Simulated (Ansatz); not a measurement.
Lattice constant a (Å) of 28 elemental solids other than molecular ones, computed with PBE (PAW; Ansatz, a program for electronic structure) and with LDA (Ansatz, plane waves, PAW). The set holds measured phases with no doubt noted on the run or the magnetic state but for the caveats below. 23 more of the class have both values but aren't in it, for one of these reasons: built or high-temperature cells, doubts on the run or the magnetic state, unlike cells, values of zero, layered or molecular crystals, cells that aren't cubic. Solids without a value at one level (not run, failed, or a magnetic order lost), or held back for tests, aren't counted.

All rows, in order of the shift (worked out from unrounded values):

```
solid                   PBE    LDA  shift (%)
--------------------  -----  -----  ---------
bcc Cs                6.162  5.766      -6.42
bcc Ba                5.021  4.757      -5.26
bcc Rb                5.670  5.376      -5.17
bcc K                 5.284  5.044      -4.54
fcc Sr                6.030  5.793      -3.93
fcc Ag                4.147  4.001      -3.54
bcc Na                4.197  4.053      -3.44
fcc Ca                5.526  5.337      -3.42
fcc Pb                5.040  4.880      -3.18
fcc Cu                3.629  3.518      -3.06
bcc Fe                2.831  2.750      -2.85
grey tin (α-Sn)       6.655  6.472      -2.75
fcc Ni                3.519  3.423      -2.72
fcc Au                4.158  4.047      -2.66
fcc Pd                3.943  3.840      -2.62
diamond-structure Ge  5.761  5.621      -2.43
bcc V                 2.997  2.926      -2.36
bcc Li                3.435  3.363      -2.09
fcc Rh                3.830  3.754      -1.99
bcc Ta                3.319  3.253      -1.98
fcc Pt                3.970  3.894      -1.92
bcc Nb                3.310  3.247      -1.90
bcc Mo                3.161  3.111      -1.56
fcc Ir                3.871  3.811      -1.54
bcc W                 3.184  3.135      -1.53
fcc Al                4.040  3.982      -1.42
diamond-structure Si  5.470  5.402      -1.25
diamond               3.572  3.532      -1.11
```

The shift from PBE to LDA has a median of -2.64 %, and eight in ten lie between -4.73 % and -1.50 %; LDA is the larger in 0 of 28.

Ansatz's runs of these crystals have no spin polarisation, but for bcc Fe, fcc Ni.

Density-functional runs with spin start from parallel moments for bcc Fe, parallel moments for fcc Ni.

Spin–orbit coupling is left out, also for the solids with elements from indium on (bcc Ta, fcc Pt, bcc Ba, grey tin (α-Sn), bcc W, fcc Ir, bcc Cs, fcc Pb, fcc Au); its size isn't shown.

Caveats: the gap of the solid is closed in this run (diamond-structure Ge). Ansatz's density-functional and Hartree–Fock values are scalar-relativistic unless marked +SOC, with PAW data made under PBE.
